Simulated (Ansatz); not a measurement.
Born–Oppenheimer molecular dynamics of CH$_{2}$NO (5 atoms, charge -1, multiplicity 1). It starts at the highest image of a converged band. Of that band: Neighbouring images differ by up to 1.6 eV, so the band resolves the path poorly. A vibrational analysis at the climbing image gives one clearly imaginary mode, 1836i cm⁻¹: a first-order saddle point.

Theory: RKS CAM-B3LYP/6-31G* (Ansatz).

```
ensemble                      : NVE (velocity Verlet)
time step                     : 0.5 fs
steps asked                   : 200
starting velocities drawn for : 100 K
seed                          : 12326
```

Frames 5 fs apart, positions in Å.

Velocities at 30 fs (Å/ps):

```
N -4.08 8.96 5.78
C 14.01 -6.89 4.82
O -4.47 2.13 -6.58
H -29.44 -52.66 -27.16
H -9.95 -23.60 -6.18
```

```xyz
5
Properties=species:S:1:pos:R:3 time_fs=30 energy_less_start_eV=-0.542 T=1501
N -0.793 0.207 -0.359
C 0.955 -0.393 -0.278
O 0.958 -0.711 0.891
H -1.502 0.549 -1.142
H -0.937 0.046 0.653
5
Properties=species:S:1:pos:R:3 time_fs=35 energy_less_start_eV=-0.807 T=2180
N -0.804 0.256 -0.349
C 1.008 -0.422 -0.259
O 0.943 -0.704 0.865
H -1.532 0.200 -1.004
H -1.144 -0.053 0.564
5
Properties=species:S:1:pos:R:3 time_fs=40 energy_less_start_eV=-0.340 T=979
N -0.805 0.312 -0.343
C 1.028 -0.436 -0.273
O 0.948 -0.711 0.875
H -1.637 -0.206 -0.962
H -1.358 -0.149 0.445
5
Properties=species:S:1:pos:R:3 time_fs=45 energy_less_start_eV=-0.983 T=2626
N -0.857 0.345 -0.360
C 1.009 -0.444 -0.277
O 0.979 -0.729 0.895
H -1.321 -0.310 -1.015
H -1.220 -0.124 0.472
5
Properties=species:S:1:pos:R:3 time_fs=50 energy_less_start_eV=-0.725 T=1967
N -0.914 0.370 -0.388
C 0.955 -0.448 -0.244
O 1.029 -0.750 0.899
H -0.908 -0.355 -1.194
H -0.971 -0.045 0.575
5
Properties=species:S:1:pos:R:3 time_fs=55 energy_less_start_eV=-0.559 T=1533
N -0.948 0.394 -0.427
C 0.893 -0.440 -0.210
O 1.086 -0.775 0.907
H -0.721 -0.350 -1.055
H -0.861 -0.080 0.453
5
Properties=species:S:1:pos:R:3 time_fs=60 energy_less_start_eV=-0.446 T=1250
N -0.967 0.425 -0.461
C 0.856 -0.429 -0.188
O 1.141 -0.799 0.920
H -0.725 -0.472 -1.026
H -1.024 -0.151 0.427
5
Properties=species:S:1:pos:R:3 time_fs=65 energy_less_start_eV=-0.937 T=2510
N -0.968 0.420 -0.477
C 0.859 -0.425 -0.159
O 1.180 -0.812 0.921
H -0.965 -0.376 -1.108
H -1.421 -0.013 0.361
5
Properties=species:S:1:pos:R:3 time_fs=70 energy_less_start_eV=-0.824 T=2222
N -0.964 0.399 -0.469
C 0.884 -0.424 -0.140
O 1.204 -0.817 0.922
H -1.326 -0.241 -1.286
H -1.801 0.214 0.196
5
Properties=species:S:1:pos:R:3 time_fs=75 energy_less_start_eV=-0.590 T=1619
N -0.987 0.363 -0.457
C 0.917 -0.426 -0.143
O 1.216 -0.818 0.930
H -1.461 0.001 -1.312
H -1.940 0.509 -0.044
5
Properties=species:S:1:pos:R:3 time_fs=80 energy_less_start_eV=-0.659 T=1795
N -1.034 0.328 -0.445
C 0.955 -0.436 -0.145
O 1.219 -0.812 0.932
H -1.322 0.225 -1.471
H -1.905 0.808 -0.053
5
Properties=species:S:1:pos:R:3 time_fs=85 energy_less_start_eV=-0.753 T=2039
N -1.092 0.298 -0.439
C 0.991 -0.451 -0.151
O 1.214 -0.801 0.932
H -1.088 0.419 -1.491
H -1.700 1.028 -0.040
```

Of the whole run (100 fs, mean temperature of the second half 1733 K): The conserved energy stayed within 0.75 meV per atom of its start (net change -0.66 meV per atom), so the integration is sound. The kinetic energy rose, since the run started high on the potential surface and went downhill. It ends in pieces (CO + H2N), so much of that is their flight and rotation, not heat. A run of 0.1 ps of so small a system gives no equilibrium averages. The orbitals stay closed-shell, which can raise the energy where a bond breaks towards radicals; this wasn't checked here. Limits of this set-up: an anion without diffuse functions.

Run time: 8 min on 1 thread of Intel(R) Xeon(R) Processor @ 2.50GHz (Skylake/Cascade Lake), with other jobs on the host, peak memory 0.11 GiB.
